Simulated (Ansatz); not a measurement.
`C=NC(=N)O` from Hartree–Fock to CCSD(T)

Cartesian coordinates in Å:
```
C 0.0879 1.3137 -0.9204
N -0.4809 0.1933 -0.7692
C -0.1154 -0.6045 0.3260
N -0.6292 -1.7318 0.5678
O 0.8362 -0.0990 1.1313
H 0.8528 1.7008 -0.2442
H -0.2031 1.9249 -1.7730
H -1.3222 -1.9423 -0.1442
H 0.9739 -0.7550 1.8258
```

Charge 0, multiplicity 1. Geometry: relaxed with PBE0-D4/def2-TZVP. It is one conformer, not always the lowest. Frozen core, restricted reference, the Gaussian-basis code of Ansatz. CBS rows extrapolate triple and quadruple zeta; past MP2 they add the triple-zeta difference.

```tsv
basis	HF (Eh)	MP2 corr.	CCSD corr.	(T)	CCSD(T) total
def2-SVP	-261.59818	-0.76306	-0.79463	-0.02765	-262.42046
def2-TZVPP	-261.90860	-0.94800	-0.96644	-0.04433	-262.91937
def2-QZVPP	-261.92037	-1.01604	–	–	–
CBS(def2)	-261.92199	-1.06644	-1.08488	as TZ	-263.05120
```
